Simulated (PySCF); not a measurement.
Species: C3H4F2.
Bonds: C1–C2 (double), C2–C3, C3–F4, C3–F5. Hydrogens: H6, H7 on C1; H8 on C2; H9 on C3.

The calculation used PBE0-D3(BJ)/def2-SVP geometry optimisation, gas phase (PySCF 2.14.0).

(1) Give the optimised bond lengths and angles.

Results:

(1) 
```json
{"bond": "C1=C2", "length (Å)": "1.330"}
{"bond": "C2–C3", "length (Å)": "1.495"}
{"bond": "C3–F4, C3–F5", "length (Å)": "1.353"}
{"bond": "C1–H6", "length (Å)": "1.093"}
{"bond": "C1–H7", "length (Å)": "1.092"}
{"bond": "C2–H8", "length (Å)": "1.095"}
{"bond": "C3–H9", "length (Å)": "1.107"}
```

Bonds in one row agree within 0.01 Å and their mean is given. A selection of angles:
```json
{"angle": "C2–C1–H6", "degrees": "120.9"}
{"angle": "C2–C1–H7", "degrees": "121.2"}
{"angle": "H6–C1–H7", "degrees": "117.8"}
{"angle": "C1–C2–C3", "degrees": "123.6"}
{"angle": "C1–C2–H8", "degrees": "121.7"}
{"angle": "C3–C2–H8", "degrees": "114.7"}
{"angle": "C2–C3–F4", "degrees": "109.9"}
{"angle": "C2–C3–F5", "degrees": "111.4"}
{"angle": "C2–C3–H9", "degrees": "112.1"}
{"angle": "F4–C3–F5", "degrees": "108.1"}
{"angle": "F4–C3–H9", "degrees": "107.5"}
```

Torsions: C1–C2–C3–F4 -128° (anticlinal). The mirror-image conformer, all signs reversed, is as good.

The 2 C–C bonds span 1.330 Å (C1=C2, drawn double) to 1.495 Å (C2–C3, drawn single), a spread of 0.165 Å. Of the pairs four or more bonds apart, F5···H6 is among the closest relative to their van der Waals radii: 2.41 Å, 90 % of the sum of Bondi's values.

Point group: C1 (no symmetry element, even within 0.4 Å). No frequency check. The numbers are those of one conformer.
